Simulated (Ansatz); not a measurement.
Energy needed to pull apart SiH₂S (SMILES [SiH2]=S), closed shell, into free ground-state atoms, from the structure below (displaced at random from a GFN2-xTB minimum); no zero-point or spin–orbit terms; open-shell atoms are treated unrestricted, in their ground-state multiplicity.

| atom | x (Å) | y (Å) | z (Å) |
| --- | --- | --- | --- |
| Si1 | -0.0475 | 0.0741 | -0.1030 |
| S2 | 1.8001 | -0.2675 | 0.8346 |
| H3 | -1.3738 | -0.7695 | 0.2764 |
| H4 | -0.3626 | 1.0343 | -0.9981 |

Ansatz 0.2.0; basis: def2-TZVPP; cores frozen in the correlated methods.

```json
{"method": "PBE-D4", "atomization energy (eV)": "?"}
{"method": "BLYP-D4", "atomization energy (eV)": "10.91"}
{"method": "r2SCAN-D4", "atomization energy (eV)": "10.93"}
{"method": "B97M-V", "atomization energy (eV)": "11.12"}
{"method": "PBE0-D4", "atomization energy (eV)": "10.69"}
{"method": "wB97M-V", "atomization energy (eV)": "10.90"}
{"method": "HF", "atomization energy (eV)": "7.35"}
{"method": "MP2", "atomization energy (eV)": "10.55"}
{"method": "CCSD", "atomization energy (eV)": "?"}
{"method": "CCSD(T)", "atomization energy (eV)": "10.52"}
```

(1) What does PBE-D4 give? (Judge from chemistry; the value comes from the calculation.)

(2) What does CCSD give? (To be estimated.)

The T1 diagnostic stays at or below 0.025.

## Answers

(1) Computed: 10.97 eV, which is about 0.45 eV more than CCSD(T)/def2-TZVPP.

(2) The calculation gives: 10.24 eV, which is about 0.28 eV less than CCSD(T)/def2-TZVPP.

In triple zeta the MP2 and coupled-cluster atomization energies are still short of their basis limit by a few kcal/mol a bond, whereas those of the functionals are nearly converged, so these differences are not deviations from converged CCSD(T).

For scale, one of the runs: CCSD(T)/def2-TZVPP forces, 112 basis functions (an equivalent command: `ansatz run in.yaml --threads 4`). Hardware: 4 CPU threads, shared host. Wall time 6 s; peak host memory 0.61 GiB.
